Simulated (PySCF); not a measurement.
Species: methyl ethyl formamide, C₄H₉NO.
Structure used (PBE0-D3(BJ)/def2-TZVP), in Å, numbered top down from 1:
```xyz
15
C4H9NO angstrom
C     -1.421   -1.098    0.380
C     -0.416   -0.096    0.923
N      0.421    0.499   -0.092
C      1.418   -0.316   -0.738
C      0.279    1.797   -0.445
O      0.919    2.375   -1.294
H     -0.927   -1.937   -0.114
H     -2.026   -1.503    1.193
H     -2.088   -0.623   -0.342
H     -0.940    0.716    1.433
H      0.226   -0.577    1.671
H      1.973    0.316   -1.429
H      0.964   -1.139   -1.297
H      2.106   -0.737    0.003
H     -0.510    2.299    0.147
```

Computed at PBE0/pcSseg-2 (PySCF, non-relativistic), with Q(14N) = 0.02044 b, Q(17O) = −0.0256 b: N3, 14N (I = 1): χzz = -4.435 MHz, η = 0.132; O6, 17O (I = 5/2): χzz = 9.120 MHz, η = 0.007.

**Question.** Find the zero-field quadrupole resonance frequencies of 14N at N3.

**Answer.** From ν± = (3/4)|χ|(1 ± η/3) and ν0 = |χ|η/2: ν+ 3.472 MHz, ν− 3.180 MHz, ν0 0.292 MHz (amide nitrogen).

**Question.** Where would the pure quadrupole (NQR) lines of 17O at O6 fall for the rigid, isolated species?

**Answer.** From the eigenvalues of H = χ/[4I(2I − 1)] × [3Iz² − I(I + 1) + η(Ix² − Iy²)], steps between neighbouring levels, labelled as for η = 0: ±1/2↔±3/2 1.368 MHz, ±3/2↔±5/2 2.736 MHz (amide oxygen).

In a crystal, neighbours and librations shift these lines. One conformer (not necessarily the lowest) at the PBE0-D3(BJ)/def2-TZVP geometry, without solvent, vibrations or thermal averaging.
